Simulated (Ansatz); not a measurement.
hcp Hf was calculated with RPBE (plane waves, PAW; Ansatz, a quantum-chemistry and plane-wave program).

Numerical settings: plane-wave cutoff 520 eV, 18×18×8 k mesh (along the axes of the cell as run), Fermi–Dirac smearing 0.1 eV, perturbation theory, scalar-relativistic PAW data made under PBE.

Computed at the level's own relaxed cell.

```yaml
crystal:
  lattice:
    - [3.23371, 0.00000, 0.00000]
    - [-1.61686, 2.80048, 0.00000]
    - [0.00000, 0.00000, 5.11087]
  atoms:
    - { symbol: Hf, position: [0.66667, 0.33333, 0.75000] }
    - { symbol: Hf, position: [0.33333, 0.66667, 0.25000] }
```

Harmonic phonon frequencies (cm⁻¹; i marks an imaginary mode):

```json
[
 {"q point": "Γ", "frequencies": "0 0 0 80 80 96"},
 {"q point": "M", "frequencies": "64 72 114 118 120 129"},
 {"q point": "K", "frequencies": "?"},
 {"q point": "A", "frequencies": "56 56 56 56 104 104"}
]
```

**Question.** Some entries are withheld; supply them.

**Answer.** 
- K, frequencies: 97 97 107 107 111 147

No imaginary mode appears at these points.
